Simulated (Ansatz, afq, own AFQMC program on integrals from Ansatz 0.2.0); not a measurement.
Two steps: Ansatz 0.2.0 writes the Fock matrix and Cholesky factors of the valence space, and afq projects on them the lowest state that overlaps trial and start.

```yaml
crystal:
  periodic: [false, false, false]
  atoms:
    - {symbol: H, position_ang: [0.000000, 0.000000, -0.877000]}
    - {symbol: H, position_ang: [0.000000, 0.000000, -0.132000]}
    - {symbol: H, position_ang: [0.000000, 0.000000, 1.009000]}
basis:
  gaussian: {orbitals: cc-pVTZ}
magnetization: {spin_polarized: true, initial_magnetization: 1}
correlation: {method: ccsd_t, electrons: outside_noble_gas, hamiltonian_folder: ham}
```

```sh
$ ansatz run in.yaml --threads 1 --pin off --events-out ev --progress --plain --max-ram 24576MiB --backend cuda --devices 0, --max-vram 18GiB
```

Options of the walk:

```
--method phaseless --trial hf --walkers 4000 --populations 20 --least-time 40 --time-step 0.005 --steps-per-block 20 --equilibration-blocks 112 --max-blocks 4000 --target-error 0.00055 --factor-cut 1e-05 --start spin_pure --seed 2029 --taylor-order 6
```

Times are imaginary, in 1/Eh. The walk had a cap of 50 s. With eight or more populations the least sampling time is a fifth of least-time, and the error comes from their spread.

afq prints:

```
orbitals 42  electrons 2 1  factors 212 of 212
reference energy -1.60978314 Eh
CCSD correlation -0.04723116 Eh in 9 cycles, weight of the determinant in the CISD state 0.9753
energy of the start -1.610147 Eh
 block  time / (1/Eh)  mean weight  energy / Eh
     1     0.100  1.0001  -1.622736
     2     0.200  1.0004  -1.630477
     3     0.300  1.0003  -1.636292
     4     0.400  1.0002  -1.640433
     5     0.500  1.0002  -1.643456
     8     0.800  1.0000  -1.648904
    13     1.300  1.0002  -1.653258
    25     2.500  0.9999  -1.656860
    37     3.700  1.0000  -1.657051
    49     4.900  1.0001  -1.656854
    61     6.100  1.0002  -1.657012
    73     7.300  0.9999  -1.657338
    81     8.100  1.0001  -1.656050
    85     8.500  1.0001  -1.657182
    97     9.700  1.0001  -1.657089
   109    10.900  1.0000  -1.656987
   121    12.100  1.0001  -1.658406
   129    12.900  1.0001  -1.659424
   133    13.300  0.9999  -1.659266
   145    14.500  0.9998  -1.657221
   157    15.700  1.0001  -1.657417
   169    16.900  1.0001  -1.657999
   181    18.100  1.0000  -1.657632
   189    18.900  1.0000  -1.657508
error from the spread of 20 populations
energy -1.657797 +/- 0.000169 Eh
(rows thinned)
```

The run passed its tests (sampling time, drift between the halves within three errors, error under three times the target), which doesn't prove that it has relaxed. The second half of the sampling lies above the first by 1.5 errors of their difference, so the energy may still be moving and its error bar be too small.

Against this walk (error 4.6 meV) on the same determinant: CCSD(T) 12.3 meV higher, full CI 10.0 meV higher, a separate phaseless walk with a CISD trial and standard settings 10.2 ± 4.6 meV higher. The error is statistical and leaves out the bias of the constraint.

Cautions: constraint bias not in the error.

The walk took 16 s on 1 × NVIDIA H100 80GB HBM3 with 2 threads of AMD EPYC 7R13 Processor (Zen 3), on a shared host (the card was shared). The log's last line is the phaseless energy.

A walk keeps the symmetry of its determinant, which the program's search chose and which needn't be the lowest solution, so a lower state of the same spin and another symmetry isn't excluded.
